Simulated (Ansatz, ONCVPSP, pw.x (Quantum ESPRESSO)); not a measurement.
**Ni (Z = 28): does the ONCV potential hold in the solid?**

nickel, optimised norm-conserving Vanderbilt (ONCV), made with ONCVPSP 4.0.1.1 (patched build) (LDA (Perdew-Wang 92), scalar-relativistic). Core [Ne] 3s2, reference 3p6 3d8 4s2. Waves: 4s: rc 2.40 bohr, ncon 4, nbas 7, qcut 3.5 1/bohr, 1 projector; 3p: rc 1.10 bohr, ncon 4, nbas 9, qcut 12.5 1/bohr, 2 projectors, debl 3.7 Ha; 3d: rc 1.35 bohr, ncon 4, nbas 8, qcut 12.3 1/bohr, 2 projectors, debl 1.9 Ha. Local part: polynomial inside 0.75 bohr (lpopt 5, dvloc0 -1 Ha). Core correction: Teter function fitted to the true core (icmod 2), fcfact 0.7.

Atomic tests: cutoffs needed: 58 Ha and 65 Ha (the cutoffs (Ha) at which the residual kinetic energy of the hardest occupied pseudo-wave falls to 1 and 0.1 mHa per electron); ghost test: ghosts flagged at negative energy: s at -304.7 eV; no localised positive-energy state flagged; a true bound ghost makes a file unfit for plane-wave use; largest excitation error: +66 meV (all-electron minus pseudo) for 3p6 3d7 4s0, out of 4 test configurations.

Crystal test: bcc Ni in pw.x 7.5, no spin, 17³ k-points, Fermi–Dirac smearing 0.01 Ry, cutoffs 150/600 Ry. The reference is all-electron LAPW (Ansatz 0.2.0) with the same functional, mesh and smearing; V0 and B0 come from Birch–Murnaghan fits to the pressures at five volumes. Errors are pseudo minus all-electron; Δ is the rms difference of the E(V) curves that follow from these fits, minima aligned, over ±6 % about the mean V0. Mesh and smearing are coarse, so the numbers serve the comparison and aren't converged zero-temperature values; the lattice is a test structure that the element need not adopt. Spin polarisation and strong correlation are left out, which matters for this element.

| V (Å³/atom) | P all-electron (GPa) | P pseudo (GPa) |
| --- | --- | --- |
| 9.604 | 13.70 | -32.90 |
| 9.856 | 6.05 | -39.90 |
| 10.109 | -0.57 | -45.92 |
| 10.362 | -6.28 | -50.98 |
| 10.614 | -11.20 | -55.25 |

All-electron: a0 = 2.722 Å (V0 = 10.09 Å³/atom), B0 = 248.2 GPa.

Pseudopotential: mean pressure error (GPa): -45.33. The pressure does not cross zero within the volumes sampled, so no fit is given. The largest radius (2.40 bohr) exceeds half the bond length (2.23 bohr), so the spheres overlap, which is one possible source of error among others. This is a poor potential for the solid. Note: ghosts flagged at negative energy: s at -304.7 eV; no localised positive-energy state flagged. A true bound ghost makes a file unfit for plane-wave use.

Task: At the middle volume, how do free energy and pressure move when the wave cutoff is lowered (ecutrho kept at four times it)?

Result:

| cutoff (Ry) | shift of F (meV/atom) | shift of P (GPa) |
| --- | --- | --- |
| 68 | +23206.0 | -1210.12 |
| 90 | +4304.6 | -319.39 |
| 120 | +406.7 | -34.00 |

The run at the middle volume (165 k-points, 11 iterations) took about 2.6 min on one core of a shared host (Neoverse-N1, 64 threads, 124 GiB, load 56).
